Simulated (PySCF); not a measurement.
## SO₃: one-bond stretch

These are results of r2SCAN in PySCF with S def2-TZVP, O def2-TZVP; no relativity; density-fitted integrals, not measurements.

Rigid scan from the singlet minimum (S–O 1.429 Å (×3); O–S–O 120.0° (×3)). Coordinate: the bond from S to the last atom (O) scaled, the rest fixed. Energies in kJ/mol from the minimum.

Problem. Predict the curve at 0.92, 0.96, 1.00, 1.05, 1.12, 1.20, 1.35, 1.55, 1.80, 2.20.

Solution. 
| scale of one bond | E (kJ/mol) | dipole size (D) |
| --- | --- | --- |
| 0.92 | 54.7 | 0.50 |
| 0.96 | 12.0 | 0.25 |
| 1.00 | 0.0 | 0.00 |
| 1.05 | 14.0 | 0.29 |
| 1.12 | 65.3 | 0.65 |
| 1.20 | 144.3 | 1.00 |
| 1.35 | 297.5 | 1.50 |
| 1.55 | 458.0 | – |
| 1.80 | 575.1 | – |
| 2.20 | 649.8 | – |

At long bonds a restricted determinant can lie too high, and another spin state can fall below this curve.

Other isomers or separated fragments may lie lower.

The scan took 80 s on 2 threads of a shared Arm Neoverse V1 host; the process peaked at 1.3 GiB.
